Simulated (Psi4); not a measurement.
# OH− (hydroxide) at 3 levels

We compute a comparison of 3 runs (B3LYP/6-31G*, TPSSh/aug-cc-pVTZ, MP3/aug-cc-pVTZ) of OH− (hydroxide). 

Program for the calculation: Psi4 1.11.

1 further run of the same task is left out (set aside as unsound or not needed).

### Step 1. The structure to begin with

The species is OH− (2 atoms), meant as a singlet with charge -1. As SMILES, `[OH-]`. The O1–H2 distance was set to 1.445 Å, away from the relaxed value.

Bond lengths: O1–H2 1.445 Å.

### Step 2. A single-point energy at B3LYP/6-31G(d) (Cartesian functions) (run 1)

input.in reads:

```
memory 1.6 GB

molecule {
  -1 1
  O      0.823580    -0.263594     0.424990
  H     -0.411800     0.131800    -0.212500
  symmetry c1
}

set basis 6-31G*
set puream false
set e_convergence 1e-09
set d_convergence 1e-08
set scf_type pk
set dft_radial_points 99
set dft_spherical_points 590

energy_value, wavefunction = energy("b3lyp", return_wfn=True)
```

Run with:

```console
psi4 -n 1 input.in input.out
```

input.out:

```text
[...]
  Running in c1 symmetry.
[...]
  Nuclear repulsion =    2.929091603626577
[...]
  Multiplicity = 1
[...]
  Nalpha       = 5
  Nbeta        = 5
[...]
    Number of basis functions: 17
[...]
   @RKS iter   1:   -75.25333082005601   -9.38157e-02   5.46785e-02 DIIS/ADIIS
[...]
   @RKS iter   9:   -75.66108310514667   -1.35714e-11   1.77256e-09 DIIS
[...]
    Orbital Energies [Eh]
    ---------------------
    Doubly Occupied:
       1A    -18.745733     2A     -0.462137     3A      0.007309
       4A      0.124104     5A      0.124104
[...]
  @RKS Final Energy:   -75.66108310514667
   => Energetics <=
    Nuclear Repulsion Energy =              2.9290916036265773
    One-Electron Energy =                -113.9795874151964057
    Two-Electron Energy =                  42.7569651918098543
    DFT Exchange-Correlation Energy =      -7.3675524853866916
    Empirical Dispersion Energy =           0.0000000000000000
    VV10 Nonlocal Energy =                  0.0000000000000000
    Total Energy =                        -75.6610831051466732
[...]
 Multipole Moments:
 ------------------------------------------------------------------------------------
     Multipole            Electronic (a.u.)      Nuclear  (a.u.)        Total (a.u.)
 ------------------------------------------------------------------------------------
 L = 1.  Multiply by 2.5417464519 to convert [e a0] to [Debye]
 Dipole X            :         -0.0000000           -0.0000000           -0.0000000
 Dipole Y            :         -0.0000000            0.0000000           -0.0000000
 Dipole Z            :          1.5007151           -1.2742013            0.2265138
 Magnitude           :                                                    0.2265138
[...]
```

Run time: 6.3 s. Hardware: 1 thread of Intel Xeon Platinum 8175M at 2.50GHz (Skylake/Cascade Lake), shared host; peak memory 0.26 GiB.

### Step 3. The energy at TPSSh/aug-cc-pVTZ (run 2)

calc.py reads:

```python
import psi4

psi4.set_memory('1600 MB')
psi4.set_num_threads(1)
psi4.core.set_output_file('ho.out', False)

molecule = psi4.geometry("""
-1 1
O      0.823580    -0.263594     0.424990
H     -0.411800     0.131800    -0.212500
symmetry c1
""")

psi4.set_options({
    'puream': True,
    'e_convergence': 1e-09,
    'd_convergence': 1e-08,
    'scf_type': 'pk',
    'dft_radial_points': 99,
    'dft_spherical_points': 590,
})

energy_value, wavefunction = psi4.energy('tpssh/aug-cc-pVTZ', return_wfn=True)
print('E =', round(energy_value, 9))
```

Run with:

```console
python calc.py
```

ho.out:

```text
[...]
  Running in c1 symmetry.
[...]
  Nuclear repulsion =    2.929091603626577
[...]
  Multiplicity = 1
[...]
  Nalpha       = 5
  Nbeta        = 5
[...]
    Number of basis functions: 69
[...]
   @RKS iter   1:   -75.29057206677047   -6.93297e-02   1.45292e-02 DIIS/ADIIS
[...]
   @RKS iter  11:   -75.74778404201751   -1.86873e-11   3.55717e-09 DIIS
[...]
    Orbital Energies [Eh]
    ---------------------
    Doubly Occupied:
       1A    -18.753324     2A     -0.531761     3A     -0.052502
       4A      0.049706     5A      0.049706
[...]
  @RKS Final Energy:   -75.74778404201751
   => Energetics <=
    Nuclear Repulsion Energy =              2.9290916036265773
    One-Electron Energy =                -113.3275482887907089
    Two-Electron Energy =                  42.7616307100819668
    DFT Exchange-Correlation Energy =      -8.1109580669353463
    Empirical Dispersion Energy =           0.0000000000000000
    VV10 Nonlocal Energy =                  0.0000000000000000
    Total Energy =                        -75.7477840420175141
[...]
 Multipole Moments:
 ------------------------------------------------------------------------------------
     Multipole            Electronic (a.u.)      Nuclear  (a.u.)        Total (a.u.)
 ------------------------------------------------------------------------------------
 L = 1.  Multiply by 2.5417464519 to convert [e a0] to [Debye]
 Dipole X            :         -0.0000000           -0.0000000           -0.0000000
 Dipole Y            :         -0.0000000            0.0000000           -0.0000000
 Dipole Z            :          1.2620801           -1.2742013           -0.0121212
 Magnitude           :                                                    0.0121212
[...]
```

On the terminal:

```text
Memory set to   1.490 GiB by Python driver.
  Threads set to 1 by Python driver.
E = -75.747784042
```

Wall time 20 s (1 thread of Intel Xeon Platinum 8175M at 2.50GHz (Skylake/Cascade Lake), shared host); peak memory 0.83 GiB.

### Step 4. The energy at MP3/aug-cc-pVTZ (run 3)

ho_ase.py reads:

```python
import numpy as np
from ase.calculators.psi4 import Psi4
from ase import Atoms

atoms = Atoms(['O', 'H'], positions=[
    [0.823580, -0.263594, 0.424990],
    [-0.411800, 0.131800, -0.212500],
])
calc = Psi4(atoms=atoms, method='mp3', basis='aug-cc-pVTZ', memory='1600MB', num_threads=1, charge=-1, multiplicity=1, label='psi4-calc')
calc.psi4.set_options({'puream': True, 'e_convergence': 1e-09, 'd_convergence': 1e-08, 'scf_type': 'pk', 'num_frozen_docc': 1})
atoms.calc = calc

print(f'energy: {atoms.get_potential_energy():.6f} eV')
```

Run with:

```console
python ho_ase.py
```

psi4-calc.dat:

```text
[...]
  Running in c1 symmetry.
[...]
  Nuclear repulsion =    2.929091603626577
[...]
  Multiplicity = 1
[...]
  Nalpha       = 5
  Nbeta        = 5
[...]
    Number of basis functions: 69
[...]
   @RHF iter   1:   -75.01309188381778   -5.91066e-01   1.08697e-02 DIIS/ADIIS
[...]
   @RHF iter  13:   -75.31849094794103   -7.53175e-13   8.81724e-10 DIIS
[...]
    Orbital Energies [Eh]
    ---------------------
    Doubly Occupied:
       1A    -20.262426     2A     -0.865568     3A     -0.156727
       4A     -0.148647     5A     -0.148647
[...]
  @RHF Final Energy:   -75.31849094794103
   => Energetics <=
    Nuclear Repulsion Energy =              2.9290916036265768
    One-Electron Energy =                -113.3311325500172586
    Two-Electron Energy =                  35.0835499984496622
    Total Energy =                        -75.3184909479410294
[...]
 Multipole Moments:
 ------------------------------------------------------------------------------------
     Multipole            Electronic (a.u.)      Nuclear  (a.u.)        Total (a.u.)
 ------------------------------------------------------------------------------------
 L = 1.  Multiply by 2.5417464519 to convert [e a0] to [Debye]
 Dipole X            :          1.2302638           -1.0891318            0.1411319
 Dipole Y            :         -0.3937565            0.3485860           -0.0451705
 Dipole Z            :          0.6348499           -0.5620219            0.0728280
 Magnitude           :                                                    0.1651136
[...]
	DF-MP2 Total Energy (a.u.)         :   -75.61413190231373
[...]
	DF-MP3 Total Energy (a.u.)         :   -75.60634088593049
[...]
```

The script printed:

```text
Memory set to   1.490 GiB by Python driver.
  Threads set to 1 by Python driver.

  Memory set to   1.490 GiB by Python driver.
  Threads set to 1 by Python driver.
energy: -2057.353328 eV
```

Wall time 5.1 s (1 thread of Intel Xeon Platinum 8175M at 2.50GHz (Skylake/Cascade Lake), shared host); peak memory 0.27 GiB.

### Step 5. The series

| run | level | Cartesian functions | frozen core orbitals | energy (Eh) | HOMO energy (eV) | LUMO energy (eV) | HOMO–LUMO gap (eV) | wall time |
| --- | --- | --- | --- | --- | --- | --- | --- | --- |
| 1 | B3LYP/6-31G* (Cartesian functions) | yes | 0 | -75.661083 | 3.38 | 8.17 | 4.79 | 6.3 s |
| 2 | TPSSh/aug-cc-pVTZ | no | 0 | -75.747784 | 1.35 | 3.69 | 2.34 | 20 s |
| 3 | MP3/aug-cc-pVTZ | no | 1 | -75.606341 | -4.04 | 4.97 | 9.02 | 5.1 s |

### Step 6. Outcome

| quantity | value |
| --- | --- |
| run 3: total energy | -75.60634 Eh |
| run 3: HOMO energy (Hartree–Fock orbitals) | -4.04 eV |
| run 3: LUMO energy (Hartree–Fock orbitals) | 4.97 eV |
| run 3: HOMO–LUMO gap (to an unbound level, set by the basis) | 9.02 eV |
| run 3: correlation energy (1 core orbital frozen) | -287.8 mEh |

**Reading.** Totals of different functionals can't be ranked against each other. In runs 1, 2 the HOMO lies above zero, so the outermost electron may be held by the basis alone. All runs together took 31 s, the longest 20 s.
